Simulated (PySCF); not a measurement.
# A basis-limit estimate, worked out

An elementary step of SiH₅F, closed shell (SiH₃F ([F][SiH3]) + H₂ → SiH₄ + HF; Si–F, H–H broken or loosened, Si–H, F–H formed or tightened). “Start” and “end” are the PBE0-D4/def2-TZVP structures reached by relaxing down either side of its saddle point, with the molecules still in contact.

Program: PySCF 2.14 with density fitting (its default auxiliary sets; JK sets also for MP2 and CCSD(T)). Basis: def2-TZVPP and def2-QZVPP. Cores are frozen in the correlated methods.

Energies in eV:

| quantity | end | start |
| --- | --- | --- |
| Hartree–Fock, triple zeta (X = 3) | -10648.43717 | -10649.58101 |
| Hartree–Fock, quadruple zeta (X = 4) | -10648.82274 | -10649.99047 |
| MP2 correlation, X = 3 | -11.30832 | -11.24914 |
| MP2 correlation, X = 4 | -12.24567 | -12.18714 |
| CCSD(T) correlation, X = 3 | -12.51158 | -12.39098 |

Work out the step energy at the basis limit: extrapolate Hartree–Fock as E(X) = E∞ + A exp(−7.88 √X) and the MP2 correlation as E(X) = E∞ + B X^−2.97 (the exponents that Neese and Valeev fitted for def2-TZVPP and QZVPP), then add CCSD(T) − MP2 in triple zeta.

Each step is linear, so take the differences first (end − start): Hartree–Fock 1.14384 (X = 3) and 1.16773 (X = 4); MP2 correlation -0.05918 and -0.05853; CCSD(T) correlation -0.12060.
Two points give E∞ = E(4) + w [E(4) − E(3)], with w = 1/(exp(7.88 (2 − √3)) − 1) = 0.1377 for Hartree–Fock and w = 1/((4/3)^2.97 − 1) = 0.7407 for the correlation.
Hartree–Fock: 1.16773 + 0.1377 × 0.02389 = 1.1710 eV.
MP2 correlation: -0.05853 + 0.7407 × 0.00065 = -0.0580 eV.
CCSD(T) − MP2: -0.12060 − (-0.05918) = -0.0614 eV.
Sum: 1.1710 + (-0.0580) + (-0.0614) = 1.0516 eV, or 24.25 kcal/mol. Plain CCSD(T) in triple zeta gives 1.0232 eV, so the larger basis shifts the result by 0.0284 eV.

No T1 diagnostic of these runs exceeds 0.014.

Labels in which every atom is bracketed show which atoms are joined, not bond orders.

For scale, one of the runs: CCSD(T)/def2-TZVPP, 143 basis functions, launched by `OMP_NUM_THREADS=4 python run.py`. Hardware: 4 CPU threads of an INTEL XEON PLATINUM 8581C, shared host. Wall time 38 s; peak host memory 0.79 GiB.
